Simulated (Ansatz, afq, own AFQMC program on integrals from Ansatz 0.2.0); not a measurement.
LiP⁻, quartet → LiP, quintet

```xyz
2

P     0.0000    0.0000    0.0000
Li    0.0000    0.0000    2.4501
```

E(quintet, charge +0) − E(quartet, charge -1) at this geometry, on UHF and UHF determinants.

Basis aug-cc-pVDZ. Noble-gas cores (and the filled d shells of Ga–Kr and In–Xe) are frozen. Integrals, coupled cluster, full CI and functionals: Ansatz 0.2.0; the random walks run on the same integrals in our own AFQMC program. ph-AFQMC/CISD is guided by a CISD state made of CCSD amplitudes; releasing the constraint for a short imaginary time cuts its bias at the price of noise, slowly where states lie close. Uncertainties: one standard error, sampling alone. The errors of all members are added in quadrature.

No full CI on the walks' own integrals is used here; CCSDT(Q) serves as the reference and is uncertain by about the last step of the cluster series. Each member takes its own surest rung, up to full CI.

Errors are counted within aug-cc-pVDZ, not against nature.

Cautions: LiP⁻ (quartet): its ph-AFQMC/CISD value lies 25 ± 8 meV above CCSDT(Q); LiP (quintet): another spin lies lower; this isn't the first ionization.

```csv
level,vertical detachment energy (eV)
CCSD,2.406
HF,1.779
```

Q: From these cheaper values, estimate the vertical detachment energy at the reference level in aug-cc-pVDZ.

A: 2.470 eV (CCSDT(Q) in aug-cc-pVDZ).

```
      level  vertical detachment energy (eV)  error against CCSDT(Q) (eV)
        MP2                            2.349                       -0.122
    CCSD(T)                            2.454                       -0.016
      CCSDT                            2.466                       -0.004
ph-AFQMC/HF                    2.280 ± 0.053               -0.191 ± 0.053
```

Correlation beyond CCSD(T) adds 0.016 eV. The perturbative (T) step is worth +0.048 eV.

A walk keeps the symmetry of its determinant, which the program's search chose and which needn't be the lowest solution, so a lower state of the same spin and another symmetry isn't excluded.
